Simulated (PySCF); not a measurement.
## Do core-level shifts follow atomic charges?

C3H6N (charge +1).
Bonds: C1–C2, C2–N3 (triple), N3–C4. Hydrogens: H5, H6, H7 on C1; H8, H9, H10 on C4.

Binding energies: delta-SCF UKS SCAN, pcX-2 on the ionised atom, pcseg-1 elsewhere, spin-free X2C (PySCF 2.14.0). Charges: PBE0/pcSseg-1 ground-state density, for the ionised atom.

```csv
atom,environment,C 1s (eV),Mulliken (e),IAO (e),Hirshfeld (e),ESP (e)
C1,methyl carbon,297.91,-0.215,-0.458,-0.031,-0.539
C4,N-methyl carbon,298.37,-0.065,-0.316,+0.016,-0.409
C2,triply bonded carbon,299.92,+0.383,+0.362,+0.274,+0.398
```

Task: How well does each charge scheme correlate with the binding energies over these sites?

Result: Mulliken: r = 1.00, slope 3.4 eV per e; IAO: r = 1.00, slope 2.4 eV per e; Hirshfeld: r = 1.00, slope 6.4 eV per e; ESP: r = 1.00, slope 2.1 eV per e. On 3 points no scheme stands out.

Task: The point-charge model writes a binding energy as kq + V + constant, with V the potential of the other atoms' charges at the site. What does it give with the IAO charges?

Result: V = Σ 14.40 eV Å × q/r over all other atoms: +14.14 eV at C1, +11.73 eV at C4, +2.11 eV at C2. Fitting binding energy − V to q gives k = 16.9 eV per e and leaves an rms residual of 0.20 eV, against 0.05 eV for the fit on q alone. The model has no term for differences in relaxation between sites.

The species carries charge +1, so core ionisation leaves charge +2. Geometry: PBE0-D3(BJ)/def2-SVP; no solvent, vibrations or thermal averaging.
